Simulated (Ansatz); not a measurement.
CH4BN (`BN=C`), relaxed with RKS PBE0-D4/def2-TZVP in Ansatz from a PBE-D4/def2-SVP geometry. The force threshold is 0.005 eV/Å; the program also tests the step.

Charge 0, multiplicity 1.

Start:

```xyz
7

B    -0.814   -1.028   -0.084
N     0.028    0.036    0.003
C     0.807    1.019    0.083
H    -2.007   -0.849    0.084
H    -0.349   -2.128   -0.328
H     1.062    1.636   -0.807
H     1.274    1.315    1.049
```

```
        step  energy (eV)  largest force (eV/Å)  largest move (Å)
           1   -3265.1998                 0.798             0.000
           2   -3265.2344                 0.143             0.024
3 (rejected)   -3265.2337                 0.196             0.017
           4   -3265.2362                 0.038             0.008
           5   -3265.2364                 0.004             0.005
```

End:

```xyz
7

B    -0.807   -1.019   -0.084
N     0.030    0.038    0.003
C     0.798    1.008    0.083
H    -1.978   -0.839    0.083
H    -0.347   -2.097   -0.324
H     1.047    1.612   -0.795
H     1.256    1.297    1.033
```

Hardware: 2 threads of an Arm Neoverse V1 on a shared host. Wall time 8 s, peak host memory 0.17 GiB.
